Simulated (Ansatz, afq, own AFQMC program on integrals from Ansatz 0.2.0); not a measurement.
GeH3O, doublet: AFQMC among the cluster methods

```xyz
5

Ge   -0.0327   -0.0154    0.3241
O     0.0831    0.1084   -1.4537
H     0.7538   -1.2737    0.7958
H     0.6218    1.2916    0.8261
H    -0.3381   -0.6283   -1.9028
```

Connectivity, by distances: GeH2–OH.

Basis cc-pVDZ. Noble-gas cores (and the filled d shells of Ga–Kr and In–Xe) are frozen. Integrals, coupled cluster, full CI and functionals: Ansatz 0.2.0; the random walks run on the same integrals in our own AFQMC program. ph-AFQMC/CISD is guided by a CISD state made of CCSD amplitudes; releasing the constraint for a short imaginary time cuts its bias at the price of noise, slowly where states lie close. Free projection: walkers drawn from exp(T), propagated without any constraint. Its projection time is finite, and what remains of the start isn't in its error. ± is one standard error of the sampling. No spin–orbit coupling.

Determinant: UHF, the one that the program's search chose, which needn't be the lowest solution. The geometry is a point of a scan.

No full CI on the walks' own integrals is used here. The released AFQMC energy serves as the reference, which it does only where one determinant dominates, the energy is flat over the last release times and near the phaseless one (40 meV or 2 meV an electron, half that with transition metals). On small molecules, where full CI could be run and the noise was under 10 meV, such values lay within 10 meV of it in 19 cases of 20, a flattering rate, since the rule was set on those same cases; what remains of the bias isn't in the error bar.

Cautions: no relativity below Rb; no spin-orbit coupling; inner d shell frozen; the released value is read at 0.99 1/Eh with a noise of 14 meV, more than in the cases checked, later times being too noisy (meV from the phaseless value at times in 1/Eh: -12 ± 16 at 0.24, 9 ± 12 at 0.51, 5 ± 14 at 0.99, -6 ± 24 at 1.62, 20 ± 21 at 2.40).

* T1 diagnostic: 0.0170
* weight of the determinant in the CISD state: 0.892
* ⟨S²⟩ of the determinant: 0.754
* size of the correlated space: 13 electrons in 41 orbitals

Reference: AFQMC with the constraint released, correlation energy -8.334 ± 0.014 eV.

| level | E − E(reference) (kJ/mol) | share of correlation (%) |
| --- | --- | --- |
| HF | 804.1 ± 1.4 | 0.00 |
| MP2 | 80.3 ± 1.4 | 90.01 |
| CCSD | 21.0 ± 1.4 | 97.39 |
| CCSD(T) | 3.8 ± 1.4 | 99.53 |
| ph-AFQMC/HF | -0.8 ± 6.8 | 100.10 |
| ph-AFQMC/CISD | -0.5 ± 1.7 | 100.06 |
| free AFQMC | -1.2 ± 2.6 | 100.14 |

Free projections are given only where their last times agree within the noise and don't stop above the reference; a slow remainder of the start can still hide under it. Released energies are given only where the last usable release times agree within the noise; a slower fall can still hide under it.
